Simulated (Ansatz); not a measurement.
Task: Name a neutral molecule of C, O, S and H with HOMO energy (PBE0/def2-TZVPP) between -7.40 and -7.10 eV and zero-point energy (PBE0-D4/def2-TZVP) between 80 and 96 kJ/mol (Ansatz, PBE0-D4/def2-TZVP geometry).

Result: `O=C=CS` (-7.23 eV, 87.0 kJ/mol). Other molecules can fit too; these were computed, each in one conformer that needn't be the lowest.
